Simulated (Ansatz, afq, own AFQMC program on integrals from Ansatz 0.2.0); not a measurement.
AFQMC on a folder of integrals that Ansatz 0.2.0 wrote.

```yaml
crystal:
  periodic: [false, false, false]
  atoms:
    - {symbol: B, position_ang: [-0.445806, 0.000000, 0.512562]}
    - {symbol: O, position_ang: [0.284296, 0.000000, -0.437208]}
    - {symbol: H, position_ang: [0.268905, 0.000000, 1.442309]}
basis:
  gaussian: {orbitals: cc-pVDZ}
magnetization: {spin_polarized: false}
correlation: {method: ccsd_t, electrons: outside_noble_gas, hamiltonian_folder: ham}
```

```sh
$ ansatz run in.yaml --threads 1 --pin off --events-out ev --progress --plain --max-ram 1382MiB
```

Options of the walk:

```
--method phaseless --trial cisd --walkers 100 --populations 1 --least-time 40 --time-step 0.005 --steps-per-block 50 --equilibration-blocks 28 --max-blocks 300 --target-error 0.00038 --factor-cut 1e-05 --seed 5617 --release-times 0.24,0.51,0.99,1.62,2.4 --release-step 0.03 --release-every 4 --taylor-order 6
```

Times are imaginary, in 1/Eh. The walk had a cap of 512 s.

Log:

```
orbitals 31  electrons 5 5  factors 233 of 302
reference energy -100.08988031 Eh
CCSD correlation -0.28917319 Eh in 12 cycles, weight of the determinant in the CISD state 0.8825
energy of the start -100.379054 Eh
 block  time / (1/Eh)  mean weight  energy / Eh
     1     0.250  1.0007  -100.377147
     2     0.500  0.9997  -100.379416
     3     0.750  0.9974  -100.382689
     4     1.000  0.9995  -100.383370
     5     1.250  0.9981  -100.386305
     8     2.000  1.0030  -100.391810
    17     4.250  0.9989  -100.387842
    41    10.250  0.9995  -100.394376
    65    16.250  1.0027  -100.395088
    89    22.250  1.0011  -100.379838
   113    28.250  1.0009  -100.389746
   137    34.250  0.9995  -100.389865
   161    40.250  1.0001  -100.397334
   185    46.250  1.0008  -100.386908
   209    52.250  1.0000  -100.391397
   233    58.250  1.0003  -100.405136
   257    64.250  1.0015  -100.386981
   281    70.250  0.9994  -100.384450
   289    72.250  0.9998  -100.425111
   305    76.250  0.9997  -100.387788
   321    80.250  0.9980  -100.394420
blocks merged  error / Eh  count
     1  0.000439  300
     2  0.000548  150
     4  0.000635  75
     8  0.000628  37
    16  0.000660  18
    32  0.000612  9
released: time / (1/Eh)  energy / Eh  error  mean overlap
  0.24  -100.391467  0.000795  1.0016
  0.51  -100.391810  0.000515  0.9995
  0.99  -100.392139  0.000608  0.9949
  1.62  -100.391618  0.000894  0.9948
  2.40  -100.392175  0.000921  1.0158
energy -100.391255 +/- 0.000660 Eh
(rows thinned)
```

The run passed its tests (sampling time, drift between the halves within three errors, error under three times the target), which doesn't prove that it has relaxed.

Against this walk (error 18.0 meV) on the same determinant: CCSD(T) 15.9 meV higher (within the noise), CCSDT(Q) 38.1 meV lower. The error is statistical and leaves out the bias of the constraint. Released to 2.40 1/Eh the energy moves by -25 ± 31 meV (both errors), within twice the noise.

Cautions: constraint bias not in the error; error above the target (18.0 against 10.3 meV); higher spins were not checked; restricted determinant unstable towards unrestricted (UHF 113 meV lower, ⟨S²⟩ 0.38); raised T1 diagnostic (T1 0.026, weight of the determinant 0.88, largest double 0.13); the bias of populations of 100 walkers isn't removed.

The walk took 4.1 min on 1 thread of Arm Neoverse V1, with other jobs on the host. The log's last line is the phaseless energy.

CCSDT and higher add their correlation energy to the determinant of the CCSD(T) run, since their own runs factorise the integrals more tightly (a shift of under 2 meV). A walk keeps the symmetry of its determinant, which the program's search chose and which needn't be the lowest solution, so a lower state of the same spin and another symmetry isn't excluded.
